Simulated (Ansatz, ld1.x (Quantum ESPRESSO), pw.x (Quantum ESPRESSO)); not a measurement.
**What a changed setting does to a pw.x run (bcc Au)**

Potential: ultrasoft, ld1.x (Quantum ESPRESSO) 7.5, LDA (PW92); core [Xe] 4f14, reference 5d10 6s1 6p0; waves: 6s (bound): rcut 1.95, rcutus 2.30 bohr; 6s channel at -0.1 Ry: rcut 1.95, rcutus 2.30 bohr; 6p (bound, empty): rcut 2.25, rcutus 2.55 bohr; 6p channel at 3.6 Ry: rcut 2.25, rcutus 2.55 bohr; 5d (bound): rcut 1.38, rcutus 1.46 bohr; 5d channel at 2.25 Ry: rcut 1.38, rcutus 1.46 bohr; local part: all-electron potential smoothed inside 2.40 bohr (lloc = -1); core correction: Bessel-smoothed model core inside 1.30 bohr; augmentation: PSQ, inside the norm-conserving radii.

The reference run (k-mesh 14³, cutoffs 110/880 Ry, Fermi–Dirac 0.01 Ry, mixing_beta 0.4, conv_thr 1e-9, no spin) gives 1.40 GPa at 16.597 Å³/atom, where all-electron LAPW gives 0.01 GPa. This run, with its own iteration cap, changes smearing to fermi, a wrong or extreme entry chosen on purpose.

```
&control
  calculation='scf', prefix='x', pseudo_dir='./', outdir='./tmp', tstress=.true., disk_io='none'
/
&system
  ibrav=0, nat=1, ntyp=1, ecutwfc=110, ecutrho=880, nbnd=13,
  occupations='smearing', smearing='fermi', degauss=0.01
/
&electrons
  conv_thr=1e-09, mixing_beta=0.4, electron_maxstep=70
/
ATOMIC_SPECIES
Au 1.0 Au.UPF
CELL_PARAMETERS angstrom
  -1.60690376 1.60690376 1.60690376
  1.60690376 -1.60690376 1.60690376
  1.60690376 1.60690376 -1.60690376
ATOMIC_POSITIONS crystal
Au 0.0000 0.0000 0.0000
K_POINTS automatic
14 14 14 0 0 0
```

```bash
pw.x < Au.scf.in > Au.scf.out
```

**Question.** How does the run end?

**Answer.** It stops with "set_occupations: smearing fermi unknown".

```
Error in routine  set_occupations (1):
      smearing fermi unknown
```
